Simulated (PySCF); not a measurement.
Which proton of thiophene is most acidic?

System: thiophene, `c1ccsc1` (C4H4S). Atom numbers as in the mapped SMILES `[cH:1]1[cH:2][cH:3][s:4][cH:5]1`. These are map numbers, not IUPAC locants.

Computed at ωB97X-D3(BJ)/ma-def2-TZVP // PBE0-D3(BJ)/ma-def2-SVP with PySCF (density fitting, grid level 2). ωB97X-D3(BJ) is ωB97X-V with D3(BJ) in place of VV10. Zero-point and thermal terms (298.15 K, 1 bar) come from unscaled PBE0-D3(BJ)/ma-def2-SVP harmonic frequencies, with soft modes damped to free rotors in the entropy.

| site | product | ΔH(acid) / eV | ΔG(acid) / eV | gas share | above best in THF / eV |
| --- | --- | --- | --- | --- | --- |
| C3 (aromatic carbon) | `[c-]1cccs1` | 16.81 | 16.45 | > 99.9 % | 0.000 |
| C1 (aromatic carbon) | `[c-]1ccsc1` | 17.23 | 16.87 | < 0.1 % | 0.391 |

ΔH and ΔG refer to AH → A⁻ + H⁺ in the gas phase. Shares are Boltzmann weights among the listed products; an error of 10 kJ/mol changes a ratio about 56-fold. Sites whose products fell apart, merged with another or lost in a GFN2-xTB screen aren't listed. Values in solvent are IEF-PCM free energies relative to the most favourable product.

Of the listed sites C3 (aromatic carbon) is favoured in the gas phase, 0.42 eV ahead of C1 in free energy.

In THF the product from C3 is solvated 2.15 eV more strongly than the parent (electrostatics only).

Deprotonation enthalpy (ΔH), Gas-phase acidity (ΔG): the gap is larger than usual, and may come from another state, site, conformer or species, from the functional or basis, or from an outlying measurement.

Measured values (NIST Chemistry WebBook, evaluated or the median of agreeing entries): deprotonation enthalpy (ΔH) 1595 kJ/mol (computed 1622, difference 27); gas-phase acidity (ΔG) 1561 kJ/mol (computed 1588, difference 27). These are compared with the most favourable site that keeps the skeleton.

Structures, frequencies and single points took 4.5 min of wall time on 1 thread of AMD EPYC 9R14 (shared host), launched as `OMP_NUM_THREADS=1 python redox_run.py task.json out`.
